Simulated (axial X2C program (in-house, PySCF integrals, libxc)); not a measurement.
# Working with the constants of O₂⁻

A bond curve at the CCSD(T) level, with spin–orbit coupling, was computed with an in-house all-electron X2C program for linear molecules (integrals from PySCF) (basis O dyall-av3z [7s6p3d2f] (cores contracted in-house)) for the state Ω = 3/2 (⟨Sz⟩ = 0.50, ⟨Lz⟩ = 1.00 at HF). Its fit gives Re = 1.3540 Å, ωe = 1116.6 cm⁻¹, ωexe = 8.56 cm⁻¹ and αe = 1.338e-02 cm⁻¹; the masses are 15.9949 and 15.9949 u. Two-component means X2C with spin–orbit coupling and atomic mean-field Coulomb and Gaunt terms.

Correlated methods: 13 electrons correlated (number of frozen shells: O 1 s), 195 virtual spin orbitals or spinors in MP2, 90 natural virtuals in coupled cluster.

(1) Find the reduced mass, Be and the force constant.

(2) Estimate De from a Morse curve and compare with the computed well depth of 3.961 eV to O- + O.

(3) Estimate the centrifugal constant by the Kratzer relation.

(4) Where do the fundamental and the first overtone lie?

(5) A Morse curve ties αe to the other constants (Pekeris). How well does that hold?

Occupations by symmetry block were frozen at the best pattern of an incomplete PBE0 search. De is counted from the lowest determinant-based energies of the atoms at the same level, without counterpoise correction. CCSD and (T) use frozen natural virtuals with an MP2 correction for the truncation; (T) itself is uncorrected, so its De runs slightly low.

Answers

(1) From the CCSD(T) values: μ = 7.9974 u. Be = 16.8576/(μ Re²) = 1.15 cm⁻¹. k = 5.8918×10⁻⁷ μ ωe² = 5.87 mdyn/Å.

(2) De(Morse) = ωe²/(4ωexe) = 4.515 eV against 3.961 eV computed, a ratio of 1.14. For De the Morse form works well here.

(3) D = 4Be³/ωe² = 4.88e-06 cm⁻¹.

(4) ν(1←0) = ωe − 2ωexe = 1099.5 cm⁻¹; ν(2←0) = 2ωe − 6ωexe = 2181.8 cm⁻¹.

(5) αe(Morse) = 6Be²/ωe × (√(ωexe/Be) − 1) = 1.228e-02 cm⁻¹; the CCSD(T) curve gives 1.338e-02 cm⁻¹, a ratio of 0.92.
